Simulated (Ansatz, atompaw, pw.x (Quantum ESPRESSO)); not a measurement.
# From atom to crystal: PAW (atompaw) potential for germanium

germanium (Ge), PAW, made with atompaw 4.2.0.5 (PBE, scalar-relativistic). Core [Ar] 3d10, reference 4s2 4p2. Waves: 4s (bound): rc 1.70 bohr; 4s channel at 2.6 Ry: rc 2.56 bohr; 4p (bound): rc 2.56 bohr; 4p channel at 0.4 Ry: rc 2.56 bohr; 4d channel at 0.1 Ry: rc 2.56 bohr; 4d channel at 1.6 Ry: rc 2.56 bohr. Local part: troulliermartins scheme with l = 3 at 0 Ry, radius 2.24 bohr. Core correction: smooth core density matched at 1.52 bohr. Augmentation charge: besselshape compensation charge, radius 2.46 bohr; PAW radius 2.56 bohr; waves and projectors: custom polynom gramschmidtortho.

Atomic tests: cutoffs needed: 15 Ry and 21 Ry (the cutoffs (Ry, on a coarse ladder) from which the occupation-weighted sum of valence levels, in a spherical-Bessel basis at the reference potential, stays within 10 and 1 mRy of its value at 400 Ry); ghost test: no extra level below or beside the all-electron valence levels (s, p, d, f tested) (spherical-Bessel basis up to 400 Ry, 20 bohr box); lowest eigenvalue of the overlap operator: 0.13 (s channel).

Crystal test: diamond Ge in pw.x 7.5, no spin, 8³ k-points, Fermi–Dirac smearing 0.01 Ry, cutoffs 40/400 Ry. The reference is all-electron LAPW (Ansatz 0.2.0) with the same functional, mesh and smearing; V0 and B0 come from Birch–Murnaghan fits to the pressures at five volumes. Errors are pseudo minus all-electron; Δ is the rms difference of the E(V) curves that follow from these fits, minima aligned, over ±6 % about the mean V0. Mesh and smearing are coarse, so the numbers serve the comparison and aren't converged zero-temperature values; the lattice is a test structure that the element need not adopt.

```
V (Å³/atom)  P all-electron (GPa)  P pseudo (GPa)
     22.753                  3.34            3.87
     23.352                  1.55            2.02
     23.951                  0.00            0.41
     24.550                 -1.34           -0.99
     25.149                 -2.50           -2.20
```

All-electron: a0 = 5.765 Å (V0 = 23.95 Å³/atom), B0 = 57.6 GPa.

Pseudopotential: mean pressure error (GPa): +0.41; a0 (Å): 5.778; a0 error (%): +0.23; B0 error (%): +0.8; Δ (meV/atom): 2.1. The largest radius (2.56 bohr) exceeds half the bond length (2.36 bohr), so the spheres overlap, which is one possible source of error among others.

Question: At the middle volume, how do free energy and pressure move when the wave cutoff is lowered (ecutrho held at 400 Ry)?

Answer:

```json
{"cutoff (Ry)": "18", "shift of F (meV/atom)": "+24.9", "shift of P (GPa)": "-0.85"}
{"cutoff (Ry)": "24", "shift of F (meV/atom)": "+6.4", "shift of P (GPa)": "+0.02"}
{"cutoff (Ry)": "32", "shift of F (meV/atom)": "+3.0", "shift of P (GPa)": "-0.06"}
```

The run at the middle volume (29 k-points, 7 iterations) took about 7.9 s on one core of a shared host (AMD EPYC 9R45 96-Core Processor, 96 threads, 376 GiB, load 36).
